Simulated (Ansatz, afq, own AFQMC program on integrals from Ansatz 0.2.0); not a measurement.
**AlBH, doublet in cc-pVDZ, levels against CCSDTQ**

```xyz
3

B     0.0000   -0.0920    0.3143
Al    0.0000   -0.0334   -1.8050
H     0.0000    0.1253    1.4907
```

Connectivity, by distances: BH–Al.

Basis cc-pVDZ. Noble-gas cores (and the filled d shells of Ga–Kr and In–Xe) are frozen. AFQMC by an in-house program on the Cholesky factors that Ansatz 0.2.0 writes for its CCSD(T) run. The CISD trial takes its coefficients from CCSD amplitudes. Released means that phaseless walkers are propagated on without the constraint, phases kept. ± is one standard error of the sampling.

Determinant: ROHF, the one that the program's search chose, which needn't be the lowest solution. The geometry is a PBE0/def2-TZVP stationary point of this or a neighbouring charge and spin state.

No full CI on the walks' own integrals is used here; CCSDTQ serves as the reference and is uncertain by about the last step of the cluster series.

Cautions: a spin-contaminated unrestricted determinant lies lower (UHF 205 meV lower, ⟨S²⟩ 1.28); the released energies are still falling, so no released level is given (meV from the phaseless value at times in 1/Eh: -5 ± 3 at 0.24, -8 ± 3 at 0.51, -8.8 ± 1.7 at 0.99, -10.1 ± 2.1 at 1.62, -15 ± 3 at 2.40), though the last usable value meets CCSDTQ within the noise.

```
T1 diagnostic                               : 0.0251
weight of the determinant in the CISD state : 0.873
size of the correlated space                : 7 electrons in 31 orbitals
```

Reference: CCSDTQ, correlation energy -3.933 eV.

```
        level  E − E(reference) (meV)  share of correlation (%)
           HF                  3933.3                      0.00
          MP2                  1088.4                     72.33
         CCSD                   141.3                     96.41
      CCSD(T)                    39.6                     98.99
        CCSDT                     6.7                     99.83
     CCSDT(Q)                     1.3                     99.97
  ph-AFQMC/HF             37.5 ± 21.6                     99.05
ph-AFQMC/CISD              17.3 ± 3.2                     99.56
```

CCSDT and higher add their correlation energy to the determinant of the CCSD(T) run, since their own runs factorise the integrals more tightly (a shift of under 2 meV). A walk keeps the symmetry of its determinant, which the program's search chose and which needn't be the lowest solution, so a lower state of the same spin and another symmetry isn't excluded.
